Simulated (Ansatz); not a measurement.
Geometry optimisation, Ansatz, UKS PBE/def2-SVP.

Input file:

```yaml
crystal:
  periodic: [false, false, false]
  atoms:
    - { symbol: B, position_ang: [-1.76219, -0.54395, -1.01834] }
    - { symbol: Si, position_ang: [-0.2312, 0.43086, -0.72463] }
    - { symbol: Si, position_ang: [0.7866, 2.17171, -1.77207] }
    - { symbol: H, position_ang: [-2.42163, -1.42414, -0.64084] }
    - { symbol: H, position_ang: [0.64725, 0.11373, 0.42681] }
    - { symbol: H, position_ang: [1.10323, 1.82838, -3.18434] }
    - { symbol: H, position_ang: [-0.15579, 3.30085, -1.99259] }
magnetization:
  spin_polarized: true
  initial_magnetization: 1
basis:
  gaussian: { orbitals: def2-SVP }
hamiltonian:
  xc: pbe
relax:
  f_tol: 0.015
  max_steps: 40
```

Command:

```bash
$ ansatz run input.yaml --threads 1 --pin off --max-ram 2048MiB --backend cpu --events-out ev --progress --plain --runs-dir out
```

Q: Where does it end, and by what steps?

A: The run converged. After 21 steps the energy has fallen by 1.702 eV; H4 moved furthest, 1.30 Å. Joined: B1–Si3 (3.80 → 2.12 Å).

```tsv
step	energy less start (eV)	largest force component (eV/Å)	accepted
0	0.0000	1.180	yes
1	-0.4357	0.762	yes
2	-0.5170	0.980	yes
3	-0.6235	0.651	yes
4	-0.7223	0.309	yes
5	-0.8150	0.352	yes
6	-0.8898	0.303	yes
7	-0.9604	0.189	yes
8	-1.0020	0.293	yes
9	-1.0760	0.407	yes
10	-1.2332	0.517	yes
11	-1.4562	0.460	yes
12	-1.5889	1.012	yes
13	-1.6745	0.298	yes
14	-1.6880	0.124	yes
15	-1.6941	0.096	yes
16	-1.6989	0.069	yes
17	-1.7001	0.065	yes
18	-1.7012	0.050	yes
19	-1.7019	0.023	yes
20	-1.7020	0.019	yes
21	-1.7020	0.006	yes
```

```xyz
7
Properties=species:S:1:pos:R:3
B -1.231 0.042 -1.172
Si 0.122 0.537 0.087
Si -0.039 1.641 -1.883
H -2.229 -0.525 -1.553
H 1.259 -0.311 0.617
H 0.899 1.562 -3.062
H -0.814 2.933 -1.940
```

Whether the end is a true minimum wasn't checked by a vibrational analysis.

Time of the run: 2.5 min on 1 thread of Intel(R) Xeon(R) Processor @ 2.50GHz (Skylake/Cascade Lake) (shared host), peak memory 0.17 GiB.
